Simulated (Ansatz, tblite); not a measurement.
# (H3Si)2CH2 (CH₈Si₂): one state, many levels

Aim: run the singlet of (H3Si)2CH2 (CH₈Si₂) at one geometry on many levels, and compare frontier levels, spin and run time.

The runs use Ansatz 0.2.0, Gaussian basis; level and basis change from run to run.

The runs, in order: GFN1-xTB, GFN2-xTB, PBE-D4/def2-TZVP, r2SCAN-D4/def2-TZVP, HF/def2-TZVP, ωB97M-V/def2-TZVP, CAM-B3LYP-D4/def2-TZVP, PBE-D4/def2-SVP, PBE0-D4/def2-SVP, HF/STO-3G, CCSD(T)/def2-TZVPP, MP2/def2-TZVP.

## (1) The structure

The geometry is that of the singlet, from an earlier relaxation (PBE-D4/def2-SVP).

11 atoms, charge 0, spin multiplicity 1.

Bond lengths: C1–Si2 1.893 Å, C1–Si3 1.893 Å, C1–H10 1.112 Å, C1–H11 1.112 Å, Si2–H4 1.506 Å, Si2–H5 1.506 Å, Si2–H6 1.506 Å, Si3–H7 1.506 Å, Si3–H8 1.506 Å, Si3–H9 1.506 Å. Angles: Si2–C1–Si3 114.6°, Si2–C1–H10 108.8°, Si2–C1–H11 108.7°, Si3–C1–H10 108.7°, Si3–C1–H11 108.8°, H10–C1–H11 107.0°, C1–Si2–H4 111.2°, C1–Si2–H5 110.2°, C1–Si2–H6 110.1°, H4–Si2–H5 108.5°, H4–Si2–H6 108.5°, H5–Si2–H6 108.4°, C1–Si3–H7 110.1°, C1–Si3–H8 110.2°, C1–Si3–H9 111.2°, H7–Si3–H8 108.4°, H7–Si3–H9 108.5°, H8–Si3–H9 108.5°.

As a file:

```
C     0.0229    0.3409    0.7040
Si   -0.9312   -1.2607    0.3733
Si    0.9172    1.0510   -0.8062
H    -1.5874   -1.7731    1.6279
H     0.0015   -2.3232   -0.1448
H    -1.9993   -1.0220   -0.6606
H     1.9393    0.0677   -1.3117
H    -0.0676    1.3223   -1.9125
H     1.6203    2.3387   -0.4677
H     0.7700    0.1543    1.5056
H    -0.6857    1.1041    1.0925
```

PBE0-D4/def2-TZVP was run before; its log isn't repeated, and its numbers join the tables.

## (2) GFN1-xTB

Tight binding, by tblite at 300 K electronic temperature and without a spin-polarisation term:

```python
tblite.interface.Calculator('GFN1-xTB', numbers, positions, charge=0, uhf=0).singlepoint()
```

Energy -275.8330 eV, HOMO -11.98 eV, LUMO -5.75 eV; 0.009 s.

## (3) GFN2-xTB

Tight binding, by tblite at 300 K electronic temperature and without a spin-polarisation term:

```python
tblite.interface.Calculator('GFN2-xTB', numbers, positions, charge=0, uhf=0).singlepoint()
```

Energy -262.9061 eV, HOMO -10.74 eV, LUMO -5.14 eV; 0.005 s.

## (4) PBE-D4/def2-TZVP

start.molden holds the orbitals of an earlier run on this state, given as this run's starting guess.

The input, in.yaml:

```yaml
crystal:
  periodic: [false, false, false]
  atoms:
    - {symbol: C, position_ang: [0.022907, 0.340903, 0.703978]}
    - {symbol: Si, position_ang: [-0.931177, -1.260672, 0.373342]}
    - {symbol: Si, position_ang: [0.917192, 1.050967, -0.806224]}
    - {symbol: H, position_ang: [-1.587389, -1.773117, 1.627937]}
    - {symbol: H, position_ang: [0.001455, -2.323176, -0.144777]}
    - {symbol: H, position_ang: [-1.999308, -1.021993, -0.660582]}
    - {symbol: H, position_ang: [1.939256, 0.067744, -1.311701]}
    - {symbol: H, position_ang: [-0.067583, 1.322276, -1.912480]}
    - {symbol: H, position_ang: [1.620349, 2.338668, -0.467674]}
    - {symbol: H, position_ang: [0.769976, 0.154275, 1.505640]}
    - {symbol: H, position_ang: [-0.685678, 1.104134, 1.092550]}
basis:
  gaussian: {orbitals: def2-TZVP, initial_orbitals: start.molden}
hamiltonian: {xc: pbe, dispersion: d4}
scf: {omitted_lower_state_checks: [starts]}
output: {forces: true, orbitals: {seedname: orbitals}}
```

Launch:

```bash
$ ansatz run in.yaml --threads 2 --pin off --events-out ev --progress --plain --max-ram 4352MiB
```

After this run come: r2SCAN-D4/def2-TZVP; HF/def2-TZVP; ωB97M-V/def2-TZVP; CAM-B3LYP-D4/def2-TZVP; PBE-D4/def2-SVP; PBE0-D4/def2-SVP; HF/STO-3G; CCSD(T)/def2-TZVPP; MP2/def2-TZVP.

Before running them: what should the planned runs give, taken together? Wanted: gap in def2-TZVP, functionals and Hartree-Fock, smallest and largest; correlation energy, CCSD(T)/def2-TZVPP; correlation energy, MP2/def2-TZVP; binding an atom, CCSD(T)/def2-TZVPP; PBE0 total energy, smallest basis above largest.

As calculated:

| quantity | value |
| --- | --- |
| gap in def2-TZVP, functionals and Hartree-Fock, smallest and largest | 6.95 eV (PBE-D4), 14.69 eV (HF) |
| correlation energy, CCSD(T)/def2-TZVPP | -14.05 eV |
| correlation energy, MP2/def2-TZVP | -11.33 eV |
| binding an atom, CCSD(T)/def2-TZVPP | 3.239 eV |
| PBE0 total energy, smallest basis above largest | 6.70 eV (def2-SVP, def2-TZVP) |

What this shows: Orbital gaps of the functionals and Hartree-Fock in def2-TZVP span 6.95 eV (PBE-D4) to 14.69 eV (HF); exact exchange widens it. A small miss in a minimal or small basis is a cancelling of errors, not accuracy. The functionals in def2-TZVP miss CCSD(T)/def2-TZVPP by +0.030 (PBE0-D4) to +0.075 eV (CAM-B3LYP-D4) an atom. CCSD(T)/def2-TZVPP isn't at the basis-set limit; small misses against it rank nothing.
